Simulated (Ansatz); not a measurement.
Program: Ansatz. Geometries: PBE0-D4/def2-TZVP. ΔE: electronic, gas phase. CCSD(T)/CBS is the MP2 limit (def2-TZVPP, def2-QZVPP) plus CCSD(T) − MP2 in def2-TZVPP, frozen cores. This one scheme is used for every species. DFT in def2-TZVPP. B3LYP here is the variant with VWN-RPA as its local correlation; programs differ in this. One conformer a species, not always the lowest.

Consider the formal exchange of groups at a C–F bond: `C#COCF` + CH₃SH → `C#COCCS` + H–F.

CCSD(T)/CBS gives -50.2 kJ/mol.

Q: Another level gave -40.8 kJ/mol. Which?
A. CCSD/def2-TZVPP
B. ωB97X-V/def2-TZVPP
C. B3LYP/def2-TZVPP
D. MP2/def2-TZVPP

A: A. CCSD/def2-TZVPP -40.8, ωB97X-V -33.8, MP2/def2-TZVPP -54.6, B3LYP -23.7 kJ/mol.

Largest T1 diagnostic among the species: 0.013.

The D4 term adds −10.8 kJ/mol with B3LYP and −6.2 kJ/mol with PBE0; it sums over pairs of atoms, weighted by their polarisabilities, and B3LYP, whose exchange is more repulsive, gets the larger term. In def2-TZVPP, CCSD(T) changes the Hartree–Fock value by −29.0 kJ/mol (the triples alone add −3.5 kJ/mol) and MP2 by −39.3 kJ/mol.
